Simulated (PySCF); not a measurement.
Structure with atom numbers: `[CH3:1][O:2]/[CH:3]=[C:4](/[CH3:5])[O-:6]`. Hydrogens are named by the atom that carries them.

Geometry: GFN2-xTB; GIAO absolute shieldings from PySCF 2.14.0 with density-fitted response routines, gas phase, non-relativistic, averaged over equivalent atoms.

At X3LYP/6-31G-J (100 basis functions, 7.1 s wall time on 1 thread of an Arm Neoverse V2, shared host):
```json
{"atoms": "C4", "σ (ppm)": "32.8"}
{"atoms": "C3", "σ (ppm)": "75.5"}
{"atoms": "C1", "σ (ppm)": "132.7"}
{"atoms": "C5", "σ (ppm)": "160.0"}
{"atoms": "O6", "σ (ppm)": "50.9"}
{"atoms": "O2", "σ (ppm)": "284.6"}
{"atoms": "H(C3)", "σ (ppm)": "28.03"}
{"atoms": "H(C1)", "σ (ppm)": "29.01"}
{"atoms": "H(C5)", "σ (ppm)": "32.06"}
```

Question: Estimate the result of repeating the calculation with revPBE/def2-SVPD.

Answer: 
| atoms | σ at revPBE/def2-SVPD | change |
| --- | --- | --- |
| C4 | 46.8 | +14.0 |
| C3 | 92.4 | +16.9 |
| C1 | 135.3 | +2.6 |
| C5 | 166.5 | +6.5 |
| O6 | 78.3 | +27.4 |
| O2 | 287.9 | +3.3 |
| H(C3) | 26.28 | -1.75 |
| H(C1) | 27.26 | -1.75 |
| H(C5) | 30.57 | -1.49 |

The largest change is at O6 (oxygen bonded to C). Cost: 182 basis functions, 30 s wall time on 1 thread of an Arm Neoverse V2, shared host. The order of the carbon signals is the same at both levels.
